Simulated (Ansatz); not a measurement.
hcp Re, treated with PBE (plane waves, PAW; Ansatz, an electronic-structure program).

Run with plane-wave cutoff 520 eV, 16×16×10 k mesh (along the axes of the cell as run), Fermi–Dirac smearing 0.1 eV, perturbation theory, force constants from a 4×4×2 q mesh, no spin polarisation, scalar-relativistic PAW data made under PBE.

Computed at the level's own relaxed cell.

Harmonic phonon frequencies (cm⁻¹; i marks an imaginary mode):

```tsv
q point	frequencies
Γ	0 0 0 95 115 115
A	82 82 82 82 163 163
```

No imaginary mode appears at these points.
